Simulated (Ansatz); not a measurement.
in.yaml

```yaml
crystal:
  periodic: [false, false, false]
  atoms:
    - {symbol: Li, position_ang: [0.999005, 0.000000, 1.983249]}
    - {symbol: Mg, position_ang: [-0.306473, 0.000000, -0.482368]}
    - {symbol: H, position_ang: [0.510673, 0.000000, -2.025688]}
basis:
  gaussian: {orbitals: def2-SVP, fitting: {mean_field: def2-universal-jkfit}}
magnetization: {spin_polarized: false}
hamiltonian: {xc: {name: PBE}}
correlation: {method: ccsd_t, electrons: outside_noble_gas}
output: {forces: true}
```

```sh
$ ansatz run in.yaml --threads 1 --pin off --events-out ev --progress --plain --max-ram 2393MiB
```

Output:

```
181 factors; integrals over basis functions are off by at most 5.3e-1 eV
mean field evaluation 1: about -5656.4328 eV, gradient 1.4e1 eV
mean field evaluation 2: about -5656.4327 eV, gradient 1.4e1 eV
mean field evaluation 4: about -5657.4571 eV, gradient 3.7e0 eV
mean field evaluation 8: about -5657.6602 eV, gradient 2.7e-2 eV
mean field evaluation 16: about -5657.6602 eV, gradient 8.3e-7 eV
mean field -5657.66024189 eV, -207.9151789896 hartree, gradient 7.2e-7 eV, S^2 0.000000; 0 other end points of the search recorded, 0 dependent functions left out
6 core orbitals not correlated: weight in the atoms' cores, before any rotation towards them, 1.000 or more for the frozen orbitals, at most 0.000 for the correlated occupied ones
reference -5646.49495018 eV, -207.5048620873 hartree; 2, 2 occupied and 24, 24 virtual orbitals, 181 factors
second order -1.22525141 eV of doubles, -0.09123671 eV of singles
cycle   1  -1.62243936 eV  change   -3.1e-1 eV  update   7.0e-2
cycle   2  -1.78400985 eV  change   -1.6e-1 eV  update   3.2e-2
cycle   3  -1.80156401 eV  change   -1.8e-2 eV  update   1.2e-2
cycle   4  -1.80186578 eV  change   -3.0e-4 eV  update   5.4e-3
cycle   5  -1.80292402 eV  change   -1.1e-3 eV  update   1.8e-3
cycle   6  -1.80290206 eV  change    2.2e-5 eV  update   8.1e-4
cycle   7  -1.80283897 eV  change    6.3e-5 eV  update   3.5e-4
cycle   8  -1.80295879 eV  change   -1.2e-4 eV  update   1.4e-4
cycle   9  -1.80296878 eV  change   -1.0e-5 eV  update   5.8e-5
cycle  10  -1.80294879 eV  change    2.0e-5 eV  update   1.9e-5
cycle  11  -1.80294659 eV  change    2.2e-6 eV  update   9.1e-6
cycle  12  -1.80294777 eV  change   -1.2e-6 eV  update   4.6e-6
cycle  13  -1.80295070 eV  change   -2.9e-6 eV  update   2.1e-6
perturbative correction -0.02405896 eV, -0.0008841505 hartree
the calculation of the forces begins
Total energy: -5648.32195984 eV, -207.5720034539 hartree
Atom 0 at     0.999005     0.000000     1.983249 Å, force    -0.153597    -0.000000     0.263197 eV/Å
Atom 1 at    -0.306473     0.000000    -0.482368 Å, force     0.472462    -0.000000     0.018519 eV/Å
Atom 2 at     0.510673     0.000000    -2.025688 Å, force    -0.318865    -0.000000    -0.281715 eV/Å
Dipole moment:     0.216973     0.000000     1.018075 e Å
```

Forces (eV/Å):
```
Li  -0.154  0.000  0.263
Mg   0.472  0.000  0.019
H   -0.319  0.000 -0.282
```

Ran on 1 thread of Arm Neoverse V1, shared host: 1.4 s wall, 0.08 GiB peak host memory.
